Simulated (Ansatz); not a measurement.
Input and output for `CC1=NC=C1`.

```yaml
crystal:
  periodic: [false, false, false]
  atoms:
    - {symbol: C, position_ang: [-1.010598, -0.899364, -0.816110]}
    - {symbol: C, position_ang: [-0.062185, -0.228842, 0.081072]}
    - {symbol: N, position_ang: [0.431849, -0.631882, 1.192235]}
    - {symbol: C, position_ang: [1.180734, 0.700025, 1.216192]}
    - {symbol: C, position_ang: [0.679163, 1.132563, 0.068112]}
    - {symbol: H, position_ang: [-1.908587, -0.285273, -0.942203]}
    - {symbol: H, position_ang: [-1.284220, -1.874863, -0.413422]}
    - {symbol: H, position_ang: [-0.568648, -1.019288, -1.810885]}
    - {symbol: H, position_ang: [1.863646, 1.044064, 1.982368]}
    - {symbol: H, position_ang: [0.762042, 2.011558, -0.554459]}
basis:
  gaussian: {orbitals: cc-pVDZ}
hamiltonian: {xc: {name: SPW92}}
accuracy: high
scf: {lower_state_search: light}
output: {forces: true}
```

```sh
$ ansatz run in.yaml --threads 2 --pin off --events-out ev --progress --plain --max-ram 4352MiB
```

Output, abridged:

```
Functional definition: SPW92
2273 factors; integrals over basis functions are off by at most 3.0e-9 eV
mean field evaluation 1: about -5654.5788 eV, gradient 6.2e1 eV
mean field evaluation 2: about -5642.1019 eV, gradient 9.1e1 eV
mean field evaluation 4: about -5664.3299 eV, gradient 3.7e0 eV
mean field evaluation 8: about -5664.3682 eV, gradient 3.5e-1 eV
mean field evaluation 16: about -5664.3649 eV, gradient 1.6e-5 eV
mean field -5664.36487270 eV, -208.1615696275 hartree, gradient 4.6e-8 eV, S^2 0.000000; 0 other end points of the search recorded, 0 dependent functions left out
reference -5664.36487596 eV, -208.1615697470 hartree; 18, 18 occupied and 77, 77 virtual orbitals, 2273 factors
Total energy: -5664.36487596 eV, -208.1615697470 hartree
Atom 0 at    -1.010598    -0.899364    -0.816110 Å, force     0.521122     0.355081     0.502754 eV/Å
Atom 1 at    -0.062185    -0.228842     0.081072 Å, force    -0.413042     0.075370    -0.702380 eV/Å
Atom 2 at     0.431849    -0.631882     1.192235 Å, force     0.217098    -0.449208     0.718076 eV/Å
Atom 3 at     1.180734     0.700025     1.216192 Å, force    -0.101334    -0.378953     0.167169 eV/Å
Atom 4 at     0.679163     1.132563     0.068112 Å, force    -0.321022    -0.174387    -0.349219 eV/Å
Atom 5 at    -1.908587    -0.285273    -0.942203 Å, force    -0.512737     0.352278    -0.105519 eV/Å
Atom 6 at    -1.284220    -1.874863    -0.413422 Å, force    -0.144700    -0.573724     0.263233 eV/Å
Atom 7 at    -0.568648    -1.019288    -1.810885 Å, force     0.228819    -0.054335    -0.585572 eV/Å
Atom 8 at     1.863646     1.044064     1.982368 Å, force     0.453198     0.217527     0.517186 eV/Å
Atom 9 at     0.762042     2.011558    -0.554459 Å, force     0.072597     0.630351    -0.425727 eV/Å
Dipole moment:    -0.100053     0.244423    -0.363404 e Å
```

Run time 3.8 s (2 threads of an Arm Neoverse V1 on a shared host); peak host memory 0.45 GiB.
